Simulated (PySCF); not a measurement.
Species: C5H5Cl.
Geometry (PBE0-D3(BJ)/def2-SVP, Å), atoms numbered from 1 in this order:
```xyz
11
C5H5Cl angstrom
C      2.665   -0.233   -0.185
C      1.482    0.224    0.225
C      0.638    1.021    1.073
C      0.044    0.292    0.144
C     -1.181   -0.157   -0.522
Cl    -2.650    0.565    0.183
H      2.734   -0.941   -1.013
H      3.586    0.091    0.301
H      0.529    1.726    1.894
H     -1.145    0.105   -1.591
H     -1.267   -1.252   -0.455
```

Linear response at B3LYP/def2-SVPD (PySCF, frozen core in the response, non-relativistic).

Static isotropic polarisability: 75.71 au (11.22 Å³), principal values 50.5, 69.4, 107.3 au.

**Question.** What is the polarisability at 1064 nm and at the sodium D line?

**Answer.** 76.59 au at 1064 nm (+1.2 %), 78.74 au at 589.3 nm (+4.0 %). The rise at 589.3 nm is 3.45 times that at 1064 nm; a pure ω² law gives 3.26. The lowest singlet lies at 292 nm, shorter than both wavelengths.

**Question.** What is the isotropic C6 coefficient between two such molecules, C6 = (3/π)∫α(iω)² dω?

**Answer.** 2126 au (Eh·bohr⁶) by a ten-point quadrature over imaginary frequencies, which is 1270 eV·Å⁶ or 123 J·nm⁶/mol.

**Question.** Which effective excitation energy ω̄ makes London's formula C6 = (3/4)α²ω̄ exact here?

**Answer.** ω̄ = 4·C6/(3α²) = 0.495 Eh = 13.5 eV. A one-pole form α(ω) = α/(1 − ω²/ω̄²) fitted to the 1064 nm value gives 10.9 eV.

**Question.** The lowest 6 singlets have (eV, f): 4.25, 0.021; 4.86, 0.002; 5.41, 0.005; 6.22, 0.001; 6.25, 0.001; 6.32, 0.025. What share of the static polarisability do they carry in the sum over states α = Σ f/ω²?

**Answer.** 1.53 au, 2.0 % of α; the largest term, 0.87 au, is that of the state at 4.25 eV. Their oscillator strengths add up to 0.05. Higher states carry the rest.

**Question.** How anisotropic is the static polarisability, by Δα² = ½[(α1 − α2)² + (α2 − α3)² + (α3 − α1)²]?

**Answer.** Δα = 50.1 au, or 0.66 of the isotropic value.

**Question.** How many electrons N does the Slater–Kirkwood formula C6 = (3/4)·√N·α^(3/2) need to give this C6?

**Answer.** N = (4·C6/3)²/α³ = 18.5; the species has 52 electrons in all.

**Question.** What molar refraction at the D line follows from R = (4π/3)·N_A·α′, with α′ the polarisability volume?

**Answer.** α′ = 11.67 Å³ gives R = 29.43 cm³/mol, for isolated, non-vibrating species.

**Question.** What n − 1 at the D line would an ideal gas of it have at 273.15 K and 1 atm (2.6868 × 10¹⁹ cm⁻³), by n − 1 = 2π·N·α′?

**Answer.** 19.70 × 10⁻⁴, a formal value whether or not that pressure can be reached.

Time: 16 s of wall time. Hardware: one thread, x86-64 server, shared host. This is the whole response run at B3LYP/def2-SVPD, SCF included.

One conformer stands for the species.
